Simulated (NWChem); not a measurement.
# Ionisation of oxygen (O₂)

```xyz
2

O      0.0000     0.0000     0.6000
O      0.0000     0.0000    -0.6000
```
Charge 0, spin multiplicity 3.

Program: NWChem. All single points use one geometry, from UB3LYP/def2-SVP, a minimum by its harmonic frequencies.

Basis set: def2-TZVPD. The species with one electron less has spin multiplicity 2 and keeps the geometry of the parent. Δ marks differences of total energies (open shells unrestricted). −ε marks an orbital energy of the parent. That orbital need not have the symmetry of the hole or added electron in the Δ rows.

B3LYP has NWChem's definition, with VWN1-RPA local correlation. The unpaired electrons of the parent sit in orbitals of symmetry b2g and b3g (D2h labels of the run); other states weren't searched. The stability of the SCF solutions was not checked. Open-shell Hartree-Fock references start from PBE0 orbitals.

**Question.** Order these methods by the first vertical ionisation energy they give, lowest first: −ε(alpha HOMO) of B3LYP, −ε(alpha HOMO) of PBE, −ε(alpha HOMO) of BHandHLYP, −ε(alpha HOMO) of r2SCAN, −ε(alpha HOMO) of HF, ΔB3LYP.

**Answer.** −ε(alpha HOMO) of PBE (6.75 eV), −ε(alpha HOMO) of r2SCAN (7.38 eV), −ε(alpha HOMO) of B3LYP (8.65 eV), −ε(alpha HOMO) of BHandHLYP (11.22 eV), ΔB3LYP (12.96 eV), −ε(alpha HOMO) of HF (15.14 eV)
